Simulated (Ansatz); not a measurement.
C3H8O, SMILES `CCOC` (C–C–O–C torsion 73°) (charge 0, multiplicity 1).

Z-matrix (Å, degrees):
```
C
H 1 1.0911
H 1 1.0995 2 107.66
O 1 1.4186 2 105.25 3 116.92
C 4 1.4107 1 114.23 2 -166.36
H 5 1.0891 4 107.08 1 173.39
H 5 1.0959 6 108.57 4 -121.66
H 5 1.0984 6 108.91 7 -117.95
C 1 1.5222 2 109.97 3 -120.17
H 9 1.0910 1 112.02 2 176.61
H 9 1.0912 10 108.42 1 -122.05
H 9 1.0922 10 107.61 11 -117.04
```
Charge 0, multiplicity 1.

Frozen-core energies in 6-31g from Ansatz (a quantum-chemistry and plane-wave program) at a geometry from B3LYP-D3(BJ)/def2-TZVP; the HF reference has <S^2> = 0.00 and the T1 diagnostic is 0.008.

```json
[
 {"level": "HF", "energy (Ha)": "-193.01572"},
 {"level": "MP2", "energy (Ha)": "-193.41118"},
 {"level": "CCSD", "energy (Ha)": "-193.45507"},
 {"level": "CCSD(T)", "energy (Ha)": "-193.46421"}
]
```

Estimate the energies of CCSDT and CCSDT(Q), and give each level's difference from CCSDT(Q).


```tsv
level	energy (Ha)	difference from CCSDT(Q) (mHa)
MP2	-193.41118	54.58
CCSD	-193.45507	10.69
CCSD(T)	-193.46421	1.55
CCSDT	-193.46491	0.85
CCSDT(Q)	-193.46576	0.00
```
